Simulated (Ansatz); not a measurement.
Input file:

```yaml
crystal:
  periodic: [false, false, false]
  atoms:
    - {symbol: Be, position_ang: [0.000000, 0.000000, 0.000000]}
    - {symbol: H, position_ang: [0.000000, 0.000000, 1.356000]}
basis:
  gaussian: {orbitals: cc-pVDZ}
magnetization: {spin_polarized: true, initial_magnetization: 3}
hamiltonian: {xc: {name: PBE}}
correlation: {method: ccsdt, electrons: valence}
scf: {lower_state_search: full}
```

```sh
$ ansatz run in.yaml --threads 1 --pin off --events-out ev --progress --plain --max-ram 2393MiB
```

The program prints:

```
315 factors; integrals over basis functions are off by at most 9.8e-8 eV
mean field evaluation 1: about -408.2056 eV, gradient 2.3e0 eV
mean field evaluation 2: about -408.2045 eV, gradient 2.3e0 eV
mean field evaluation 4: about -408.2752 eV, gradient 3.5e-2 eV
mean field evaluation 8: about -408.2752 eV, gradient 6.1e-4 eV
mean field evaluation 16: about -408.2752 eV, gradient 1.2e-5 eV
mean field evaluation 32: about -408.2761 eV, gradient 2.1e-2 eV
mean field evaluation 64: about -408.2752 eV, gradient 1.5e-5 eV
mean field -408.27516184 eV, -15.0038354587 hartree, gradient 3.5e-7 eV, S^2 3.750002; 7 other end points of the search recorded, 0 dependent functions left out
reference -407.26527154 eV, -14.9667226746 hartree; 4, 1 occupied and 15, 18 virtual orbitals, 315 factors
second order -0.17519454 eV of doubles, -0.04180583 eV of singles
cycle   1  -0.27424931 eV  change   -5.7e-2 eV  update   2.2e-2
cycle   2  -0.30481182 eV  change   -3.1e-2 eV  update   8.5e-3
cycle   3  -0.30530821 eV  change   -5.0e-4 eV  update   1.1e-3
cycle   4  -0.30544741 eV  change   -1.4e-4 eV  update   1.8e-4
cycle   5  -0.30542798 eV  change    1.9e-5 eV  update   4.5e-5
cycle   6  -0.30542542 eV  change    2.6e-6 eV  update   1.1e-5
cycle   7  -0.30542679 eV  change   -1.4e-6 eV  update   1.8e-6
cycle   8  -0.30542656 eV  change    2.3e-7 eV  update   4.2e-7
Total energy: -407.57069809 eV, -14.9779468936 hartree
```

Ran on 1 thread of Intel Xeon Platinum 8488C, shared host: 0.96 s wall, 0.11 GiB peak host memory.
